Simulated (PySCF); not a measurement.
Na2, SMILES [Na][Na].

The structure is a stationary point at PBE-D3(BJ)/def2-TZVPD.

Method: PBE-D3(BJ)/def2-TZVPD (PySCF).

Frequencies are harmonic and unscaled.

**Question.** Estimate the vibrational spectrum. (Estimate from the structure and the level; the computed values follow.)

**Answer.** 
```csv
mode,ν (cm⁻¹),IR (km/mol),moving atoms (share of kinetic energy)
1,156,0.0,Na 100 %
```
